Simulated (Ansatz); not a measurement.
Reaction (SMILES): S (H2S) → [SH] (SH) + H atom
B3LYP-D3(BJ)/def2-TZVP geometries, fixed; electronic energies without zero-point terms.
Largest species:
```
S
H 1 1.3426
H 1 1.3426 2 92.55
```

Basis-set convergence of the bond dissociation energy at PBE0 with Ansatz (a quantum-chemistry and plane-wave program). All functions are spherical. The program fits the integrals of some runs and decomposes those of others, by size. Open shells are unrestricted. No added dispersion term, no relativity. Functions are those of the species that has most. Reference: the value in aug-cc-pV(5+d)Z, 93.27 kcal/mol. Deviations are taken from unrounded values.

```csv
basis,functions,bond dissociation energy (kcal/mol),minus reference (kcal/mol)
pcseg-0,17,80.84,-12.43
pcseg-1,28,91.55,-1.71
aug-pcseg-1,45,91.94,-1.32
pcseg-2,62,93.01,-0.26
aug-pcseg-2,96,93.09,-0.18
pcseg-3,130,93.29,0.03
aug-pcseg-3,187,93.27,0.00
pcseg-4,227,93.27,0.00
```

The smallest set listed that lies within 0.5 kcal/mol of the reference with all its larger relatives (same family, alike in diffuse functions; a set with none counts only in the reference's own line) is pcseg-2 (62 functions, -0.26 kcal/mol off).
